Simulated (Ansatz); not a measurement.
For diamond-structure Ge, PBE (PAW; Ansatz, a program for electronic structure) gives:

```
Property                             Result
-----------------------------  ------------
lattice constant a                  5.761 Å
bulk modulus B0                    59.0 GPa
cohesive energy                3.73 eV/atom
band gap at the measured cell       0.03 eV
```

Q: What does HSE06 (Ansatz, PAW) give for the same quantities?

A: 
- lattice constant a: 5.685 Å (drops by 1.3 %)
- bulk modulus: 72.5 GPa (rises by 23 %)
- cohesive energy: 3.72 eV/atom (hardly moves)
- band gap at the measured cell: 0.79 eV (goes up by 0.76 eV)

For comparison: lattice constant a 5.644 Å (measured, static lattice: zero-point anharmonic expansion removed; as tabulated in Mejia-Rodriguez and Trickey (2018), arXiv:1807.09216); bulk modulus 77.3 GPa (measured, low-temperature value with the zero-point effect removed, sources range from 77.3 to 79.4; as tabulated in Tanner et al. (2021), arXiv:2110.11888); cohesive energy 3.92 eV/atom (measured, zero-point vibration energy added, sources range from 3.86 to 3.92; as tabulated in Sun et al. (2011), doi:10.1103/physrevb.84.035117); band gap 0.79 eV (measured, measured zero-point renormalisation of 52 meV added back; as tabulated in Miglio et al. (2020), arXiv:2011.12765).

Changes are worked out from the printed values.

Unless a cell is named, each level is at its own relaxed cell (PBE 23.90, HSE06 22.96 Å³/atom).

Levels without +SOC have no spin–orbit coupling; where heavier elements are present it shifts gaps, mostly down, and can invert bands. Density-functional gaps are differences of (generalised) Kohn–Sham levels.

Ansatz's density-functional and Hartree–Fock values are scalar-relativistic unless marked +SOC, with PAW data made under PBE.
